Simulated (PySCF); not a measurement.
Bonds broken one at a time in the series C F-Cl. Gas-phase values, no solvent. Strings in code marks are SMILES.

Computed with PySCF with PBE0-D3(BJ)/def2-TZVP. All candidates: neutral, multiplicity 2. 

The highest occupied spin orbital comes out as -9.54 eV and the dipole moment is 0.00 D.

Name which member has these values.
A) `[F]`
B) `F[C](F)Cl`
C) `[Cl]`
D) `F[C](Cl)Cl`

C, `[Cl]`. The others give `[F]`: -12.46 eV, 0.00 D; `F[C](F)Cl`: -7.32 eV, 0.35 D; `F[C](Cl)Cl`: -6.85 eV, 0.41 D
